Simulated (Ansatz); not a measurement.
Species: C2H3O2, charge 0, multiplicity 2. SMILES: CO[C]=O
Structure (B3LYP-D3(BJ)/def2-TZVP (Ansatz, a quantum-chemistry and plane-wave program) minimum search):
```
C
H 1 1.0848
H 1 1.0882 2 111.16
H 1 1.0882 2 111.16 3 -123.21
O 1 1.4639 2 105.29 3 118.39
C 5 1.3112 1 116.07 2 -180.00
O 6 1.1861 5 131.06 1 0.00
```
Charge 0, spin multiplicity 2.

Wanted: atomisation energy, in kcal/mol. Terms: valence correlation only; 6-311+G** with 5d; spin-orbit terms left out; no dispersion term unless named; atomisation electronic, to ground-state atoms; open shells spin-unrestricted; non-relativistic. CBS(X,Y): correlation extrapolated as X^-3; Hartree-Fock from the larger set. The bracket is a focal-point correction in the basis named. Ab initio and DFT rows: single points at B3LYP-D3(BJ) geometries (Ansatz).

```json
[
 {"species": "CO[C]=O", "coefficient": "-1", "E at B3LYP/6-311+G** (Ansatz), Eh": "-228.47151", "E at PBE/def2-TZVPD (Ansatz), Eh": "-228.24329"},
 {"species": "C atom", "coefficient": "+2", "E at B3LYP/6-311+G** (Ansatz), Eh": "-37.85727", "E at PBE/def2-TZVPD (Ansatz), Eh": "-37.79605"},
 {"species": "H atom", "coefficient": "+3", "E at B3LYP/6-311+G** (Ansatz), Eh": "-0.50216", "E at PBE/def2-TZVPD (Ansatz), Eh": "-0.49962"},
 {"species": "O atom", "coefficient": "+2", "E at B3LYP/6-311+G** (Ansatz), Eh": "-75.08988", "E at PBE/def2-TZVPD (Ansatz), Eh": "-75.01069"}
]
```

Coupled cluster (Ansatz) is a level with limits of its own, used here on species with T1 under 0.025 (0.045 for open shells) and stable references: RI-MP2/CBS(cc-pVTZ,cc-pVQZ)+[CCSD(T)-MP2]/cc-pVTZ. Value to compare with, RI-MP2/CBS(cc-pVTZ,cc-pVQZ)+[CCSD(T)-MP2]/cc-pVTZ (Ansatz): 679.0 kcal/mol. 1 Eh = 627.5095 kcal/mol.

### Question
Compute it at each level from the table, and compare with RI-MP2/CBS(cc-pVTZ,cc-pVQZ)+[CCSD(T)-MP2]/cc-pVTZ (Ansatz).

### Answer

- B3LYP/6-311+G**: the sum of coefficient times E is 1.07073 Eh, or 671.89 kcal/mol. Result: 671.9 kcal/mol. Its difference against RI-MP2/CBS(cc-pVTZ,cc-pVQZ)+[CCSD(T)-MP2]/cc-pVTZ (Ansatz) is -7.1 kcal/mol.
- PBE/def2-TZVPD: the sum of coefficient times E is 1.13095 Eh, or 709.68 kcal/mol. Result: 709.7 kcal/mol. Its difference against RI-MP2/CBS(cc-pVTZ,cc-pVQZ)+[CCSD(T)-MP2]/cc-pVTZ (Ansatz) is 30.7 kcal/mol.
